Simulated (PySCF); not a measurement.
Choosing a basis for TDDFT

CH4S.
InChI=1S/CH4S/c1-2/h2H,1H3

TDDFT with PBE0 (PySCF), vertical singlets, core orbitals frozen in the response, spherical d and f functions. Isolated species at its PBE0-D3(BJ)/def2-SVP geometry, gas phase.

Q: How do the low singlets change with the basis? Take 6-31G*, 6-31+G*, def2-SVP, def2-SVPD, aug-cc-pVDZ, def2-TZVP, def2-TZVPD and aug-cc-pVTZ.

A: 

| basis | functions | diffuse | S1 (eV) | S2 (eV) | S3 (eV) | S4 (eV) | S5 (eV) | LUMO (eV) | α (au) |
| --- | --- | --- | --- | --- | --- | --- | --- | --- | --- |
| 6-31G* | 40 | no | 5.86 | 7.58 | 9.00 | 9.22 | 9.43 | 1.05 | 26.3 |
| 6-31+G* | 48 | yes | 5.35 | 6.05 | 6.96 | 7.31 | 7.38 | 0.05 | 29.9 |
| def2-SVP | 52 | no | 5.90 | 7.18 | 8.11 | 8.83 | 8.91 | 1.09 | 26.1 |
| def2-SVPD | 79 | yes | 5.44 | 6.13 | 7.13 | 7.38 | 7.50 | 0.17 | 36.3 |
| aug-cc-pVDZ | 86 | yes | 5.22 | 5.89 | 6.51 | 6.73 | 6.76 | -0.27 | 36.3 |
| def2-TZVP | 92 | no | 5.50 | 6.68 | 7.72 | 8.35 | 8.40 | 0.49 | 31.3 |
| def2-TZVPD | 119 | yes | 5.26 | 5.98 | 6.75 | 6.99 | 6.99 | -0.02 | 37.1 |
| aug-cc-pVTZ | 188 | yes | 5.20 | 5.88 | 6.44 | 6.66 | 6.69 | -0.29 | 37.1 |

States are compared by their number. Against the largest diffuse basis here (aug-cc-pVTZ, itself not a converged limit), sets without diffuse functions differ by up to 0.70 eV in S1 and 2.74 eV in S5; the smaller diffuse sets differ by up to 0.24 and 0.81 eV. State by state, the largest deviation of a set without diffuse functions is S1 0.70, S2 1.70, S3 2.56, S4 2.56, S5 2.74 eV. The same number needn't mean the same state in each row. Against aug-cc-pVTZ the polarisability deviates by -29% in 6-31G*, -19% in 6-31+G*, -30% in def2-SVP, -2% in def2-SVPD, -2% in aug-cc-pVDZ, -16% in def2-TZVP, 0% in def2-TZVPD. A single + in a Pople set puts diffuse functions on heavy atoms only.
